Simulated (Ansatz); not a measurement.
One stationary structure of Al. Space group Fm-3m (No. 225), fcc (Cu type). All values below come from PBE (plane waves to 420 eV, PAW, scalar-relativistic; Ansatz, an electronic-structure program).

```cif
data_Al
_chemical_formula_sum 'Al1'
_space_group_name_H-M_alt 'P 1'
_space_group_IT_number 1
_cell_length_a 2.85673
_cell_length_b 2.85673
_cell_length_c 2.85673
_cell_angle_alpha 119.993
_cell_angle_beta 119.993
_cell_angle_gamma 90.012
loop_
_space_group_symop_operation_xyz
  'x, y, z'
loop_
_atom_site_label
_atom_site_type_symbol
_atom_site_fract_x
_atom_site_fract_y
_atom_site_fract_z
_atom_site_occupancy
Al1 Al 0.00000 0.00000 0.00000 1
```

```json
{
  "volume_per_atom": "16.49 Å³",
  "density": "2.72 g/cm³",
  "band_gap": "no gap (metallic)",
  "shortest_distances": "Al–Al 2.86 Å",
  "k-mesh": "23×23×23"
}
```

No spin polarisation in the result.

Measured for Al: a 4.018 Å (static lattice; corrected from measurement; as listed in Daniel Mejia-Rodriguez, S. B. Trickey, Phys. Rev. B (2018)). Computed minus measured — a: PBE +0.6 %. The computed values are for a static lattice.

It was reached from a disturbed copy of a P6/mmm (No. 191) cell, against which it lies -0.11 eV/atom.
